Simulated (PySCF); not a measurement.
Dissociation curve of HF, singlet.

Levels: RKS-PBE0 = restricted PBE0/cc-pVTZ (PySCF 2.14.0); UHF/cc-pVTZ (PySCF); UKS-B3LYP = unrestricted B3LYP/cc-pVTZ (PySCF 2.14.0); RHF/cc-pVTZ (PySCF); RKS-M06-2X = restricted M06-2X/cc-pVTZ in PySCF.

Energies are in kcal/mol, each relative to the lowest point of its own curve near equilibrium.

```
R / Å  RKS-PBE0   UHF  UKS-B3LYP    RHF  RKS-M06-2X
-----  --------  ----  ---------  -----  ----------
0.74       35.7  30.6       36.6   30.6        36.1
0.79       16.0  12.4       16.7   12.4        16.3
0.84        5.2   3.1        5.7    3.1         5.3
0.87        1.8   0.6        2.1    0.6         1.9
0.89        0.6   0.0        0.8    0.0         0.6
0.92        0.0   0.3        0.0    0.3         0.0
0.96        1.1   2.7        0.9    2.7         1.1
0.97        1.7   3.5        1.4    3.5         1.7
1.02        5.8   9.1        5.2    9.1         5.8
1.07       11.5  16.4       10.6   16.4        11.6
1.14       21.3  28.2       19.9   28.2        21.5
1.25       38.5  48.7       36.5   48.7        39.2
1.38       59.3  70.7       56.5   73.1        60.9
1.50       77.5  82.0       74.0   94.5        80.1
1.65       98.0  89.1       93.2      ?       102.0
1.86      122.3  93.3      110.7  148.4       128.4
2.03      138.2  94.7          ?  168.5       146.0
2.28      156.7  95.5      127.1  192.8       166.5
2.46      167.0  95.8          ?  207.0       178.1
2.77      180.1  95.9      133.9      ?       193.4
3.24      192.5  96.0      136.2      ?       208.7
3.64      198.6  96.0          ?  258.9       216.8
```

**Question.** Fill in the missing entries.

**Answer.** 
- 1.65, RHF: 118.9
- 2.03, UKS-B3LYP: 119.4
- 2.46, UKS-B3LYP: 130.5
- 2.77, RHF: 226.6
- 3.24, RHF: 247.2
- 3.64, UKS-B3LYP: 136.8

At the longest distance RKS-PBE0, RKS-M06-2X leaves fractional charges on the fragments, a sign of delocalisation error or of the restricted form. The restricted form behind RKS-PBE0, RHF, RKS-M06-2X keeps the bonding electrons paired and can't separate into open-shell fragments. The unrestricted determinant behind UHF is spin-contaminated at 1.38 to 3.64 Å (<S²> up to 1.0, against 0.00 for a pure singlet). The unrestricted determinant behind UKS-B3LYP is spin-contaminated at 1.65 to 3.64 Å (<S²> up to 1.0, against 0.00 for a pure singlet).
